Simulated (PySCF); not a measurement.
C2H6OS, SMILES COCS, PBE0/def2-SVP optimised geometry.

```
10

C      0.84    -0.26     1.18
O      0.25    -0.73     0.00
C     -1.13    -0.73     0.00
S     -1.93     0.92     0.00
H      0.55    -0.88     2.05
H      0.55     0.79     1.38
H      1.93    -0.32     1.05
H     -1.55    -1.23     0.90
H     -1.46    -1.28    -0.89
H     -1.49     1.28    -1.23
```

Density from PBE0/def2-TZVP (PySCF 2.14.0) at that geometry.

Minimum of the electron density along straight lines between bonded atoms, close to the bond critical point (lines longer than 1.1 times the sum of covalent radii, or with two minima, are not listed):

| bond | length / Å | ρ at the minimum / e bohr⁻³ | ∇²ρ there / e bohr⁻⁵ | position (fraction from the first atom) |
|---|---|---|---|---|
| C1–O2 | 1.400 | 0.267 | -0.54 | 0.35 |
| O2–C3 | 1.378 | 0.286 | -0.64 | 0.65 |
| C3–S4 | 1.835 | 0.177 | -0.28 | 0.47 |
| C1–H5 | 1.108 | 0.274 | -0.93 | 0.64 |
| C1–H6 | 1.105 | 0.277 | -0.96 | 0.65 |
| C1–H7 | 1.098 | 0.281 | -0.99 | 0.65 |
| C3–H8 | 1.108 | 0.276 | -0.95 | 0.65 |
| C3–H9 | 1.098 | 0.284 | -1.01 | 0.65 |
| S4–H10 | 1.351 | 0.214 | -0.61 | 0.64 |
